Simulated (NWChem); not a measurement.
System: dimethyl sulfide (C₂H₆S); SMILES CSC

Here is an NWChem input.

```
start job
memory heap 200 mb stack 900 mb global 1100 mb
geometry units angstroms noautoz
  C     -1.379092     0.000000    -0.510968
  S      0.000000     0.000000     0.650724
  C      1.379092     0.000000    -0.510968
  H     -1.374213    -0.899006    -1.146955
  H     -2.302295     0.000000     0.085551
  H     -1.374213     0.899006    -1.146955
  H      1.374213    -0.899006    -1.146955
  H      2.302295     0.000000     0.085551
  H      1.374213     0.899006    -1.146955
end
basis spherical
  C library def2-svp
  S library def2-svp
  H library def2-svp
end
dft
  xc m06-2x
  grid coarse
  iterations 150
  mulliken
end
task dft gradient
```

Excerpt of the output:

```
             Northwest Computational Chemistry Package (NWChem) 7.3.0
             --------------------------------------------------------

 C2V symmetry detected

                             Geometry "geometry" -> ""
                             -------------------------

 Output coordinates in angstroms (scale by  1.889725989 to convert to a.u.)

  No.       Tag          Charge          X              Y              Z
 ---- ---------------- ---------- -------------- -------------- --------------
    1 C                    6.0000    -1.37909200     0.00000000    -0.50694594
    2 S                   16.0000     0.00000000     0.00000000     0.65474606
    3 C                    6.0000     1.37909200     0.00000000    -0.50694594
    4 H                    1.0000    -1.37421300    -0.89900600    -1.14293294
    5 H                    1.0000    -2.30229500     0.00000000     0.08957306
    6 H                    1.0000    -1.37421300     0.89900600    -1.14293294
    7 H                    1.0000     1.37421300    -0.89900600    -1.14293294
    8 H                    1.0000     2.30229500     0.00000000     0.08957306
    9 H                    1.0000     1.37421300     0.89900600    -1.14293294

 Effective nuclear repulsion energy (a.u.)     110.7295169145

      Symmetry information
      --------------------

 Group name             C2v
 Group number             16
 Group order               4
 No. of unique centers     4

                                 NWChem DFT Module
                                 -----------------

 Summary of "ao basis" -> "ao basis" (spherical)
 ------------------------------------------------------------------------------
       Tag                 Description            Shells   Functions and Types
 ---------------- ------------------------------  ------  ---------------------
 C                          def2-svp                 6       14   3s2p1d
 S                          def2-svp                 8       18   4s3p1d
 H                          def2-svp                 3        5   2s1p

      Symmetry analysis of basis
      --------------------------

        a1         28
        a2         11
        b1         23
        b2         14

            General Information
            -------------------
          SCF calculation type: DFT
          Wavefunction type:  closed shell.
          No. of atoms     :     9
          No. of electrons :    34
           Alpha electrons :    17
            Beta electrons :    17
          Charge           :     0
          Spin multiplicity:     1
          Use of symmetry is: on ; symmetry adaption is: on
          Maximum number of iterations: 150
          AO basis - number of functions:    76
                     number of shells:    38
          Convergence on energy requested:  1.00D-06
          Convergence on density requested:  1.00D-05
          Convergence on gradient requested:  5.00D-04

              XC Information
              --------------
                       M06-2X Method XC Functional
                     Hartree-Fock (Exact) Exchange  0.540
                        M06-2X Exchange Functional  1.000
                      M06-2X Correlation Potential  1.000

             Grid Information
             ----------------
          Grid used for XC integration:  coarse
          Radial quadrature: Mura-Knowles
          Angular quadrature: Lebedev.
          Tag              B.-S. Rad. Rad. Pts. Rad. Cut. Ang. Pts.
          ---              ---------- --------- --------- ---------
          C                   0.70       35          10.0       302
          S                   1.00       70           8.0       302
          H                   0.35       35          11.0       302
          Grid pruning is: on
          Number of quadrature shells:   175
          Spatial weights used:  Erf1

      Superposition of Atomic Density Guess
      -------------------------------------

 Sum of atomic energies:        -475.59261355

      Non-variational initial energy
      ------------------------------

 Total energy =    -477.176861
 1-e energy   =    -872.685928
 2-e energy   =     284.779551
 HOMO         =      -0.254561
 LUMO         =       0.080603

      Symmetry analysis of molecular orbitals - initial
      -------------------------------------------------

  Numbering of irreducible representations:

     1 a1          2 a2          3 b1          4 b2

  Orbital symmetries:

     1 a1          2 a1          3 b1          4 a1          5 b1
     6 a1          7 b2          8 a1          9 b1         10 a1
    11 b2         12 a1         13 b1         14 a2         15 b1
    16 a1         17 b2         18 b1         19 a1         20 a1
    21 a1         22 b2         23 b1         24 a2         25 b1
    26 a1         27 a2

     ---------------------------------------------
      Total Density - Mulliken Population Analysis
     ---------------------------------------------

[...]

                         DFT ENERGY GRADIENTS

    atom               coordinates                        gradient
                 x          y          z           x          y          z
   1 C      -2.606106   0.000000  -0.957989    0.003175   0.000000   0.003003
   2 S       0.000000   0.000000   1.237291    0.000000   0.000000  -0.002629
   3 C       2.606106   0.000000  -0.957989   -0.003175   0.000000   0.003003
   4 H      -2.596886  -1.698875  -2.159830   -0.000389  -0.001558  -0.001287
   5 H      -4.350707   0.000000   0.169269   -0.001677   0.000000   0.000885
   6 H      -2.596886   1.698875  -2.159830   -0.000389   0.001558  -0.001287
   7 H       2.596886  -1.698875  -2.159830    0.000389  -0.001558  -0.001287
   8 H       4.350707   0.000000   0.169269    0.001677   0.000000   0.000885
   9 H       2.596886   1.698875  -2.159830    0.000389   0.001558  -0.001287
```

Level: M06-2X/def2-SVP. The geometry was optimised at PBE0/def2-SVP.
